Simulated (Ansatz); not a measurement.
Process, species as SMILES: C#C[CH2-] → [C-]1=CC1

Wanted: isomerisation energy (enthalpy at 298 K), in kcal/mol. Conventions: 6-31G* and kin with 6d, 5d where marked; frozen cores in correlated levels; dispersion terms only where a functional's name holds one; non-relativistic; no spin-orbit coupling; LANL2DZ all-electron up to Ne; 6-311+G** with 5d. Basis-set limits of correlation are two-point, X^-3; Hartree-Fock from the larger set. [CCSD(T)-MP2]/basis is that difference in the basis named. Ab initio and DFT rows: single points at B3LYP-D3(BJ) geometries (Ansatz, a first-principles code), with unscaled harmonic terms from B3LYP/6-31G* at its own minima. Sets without +, aug- or the D of def2-TZVPD hold no diffuse functions, which anions need.

Coupled cluster (Ansatz) is a level with limits of its own, used here on species with T1 under 0.025 (0.045 for open shells) and stable references: RI-MP2/CBS(aug-cc-pVTZ,aug-cc-pVQZ)+[CCSD(T)-MP2]/aug-cc-pVTZ.

Value to compare with, RI-MP2/CBS(aug-cc-pVTZ,aug-cc-pVQZ)+[CCSD(T)-MP2]/aug-cc-pVTZ (Ansatz): 24.9 kcal/mol.

```tsv
level	program	isomerisation energy (enthalpy at 298 K) (kcal/mol)	difference
B3LYP/STO-3G	Ansatz	17.9	-7.0
B3LYP/3-21G	Ansatz	35.9	11.0
B3LYP/LANL2DZ	Ansatz	36.7	11.8
B3LYP/6-31G	Ansatz	34.4	9.5
B3LYP/6-31G*	Ansatz	27.3	2.4
B3LYP/6-31+G*	Ansatz	27.2	2.3
B3LYP/6-31G**	Ansatz	27.4	2.5
B3LYP/def2-SVP	Ansatz	25.8	0.9
B3LYP/cc-pVDZ	Ansatz	27.9	3.0
B3LYP/6-311+G**	Ansatz	29.0	4.1
B3LYP/def2-TZVPD	Ansatz	29.1	4.2
```

Among the 10 habitual levels, B3LYP/LANL2DZ lies farthest from RI-MP2/CBS(aug-cc-pVTZ,aug-cc-pVQZ)+[CCSD(T)-MP2]/aug-cc-pVTZ (Ansatz) (11.8 kcal/mol) and B3LYP/def2-SVP nearest (0.9); 9 of 10 lie above it, and their mean absolute difference is 5.4 kcal/mol, the median 3.5. One case shows no general order.

The sets are all those run for this method; runs whose electronic state is in doubt are left out.
